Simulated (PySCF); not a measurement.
Homolysis of single bonds, series HO-X. All species are isolated molecules in the gas phase. One relaxed conformer stands for each flexible species; it need not be the lowest. Strings in code marks are SMILES.

Calculation: B3LYP-D3(BJ)/def2-TZVP (PySCF). All candidates: neutral, multiplicity 2. B3LYP has the VWN-RPA correlation part, as in Gaussian. 

* **highest occupied spin orbital**: -8.84 eV
* **dipole moment**: 1.77 D

**Question.** Identify which member has these values.
A. `[OH]`
B. `C[O]`
C. `C[C](C)C`
D. `[CH3]`

**Answer.** A, `[OH]`. The others give `C[O]`: -7.50 eV, 2.07 D; `[CH3]`: -6.45 eV, 0.00 D; `C[C](C)C`: -4.75 eV, 0.21 D
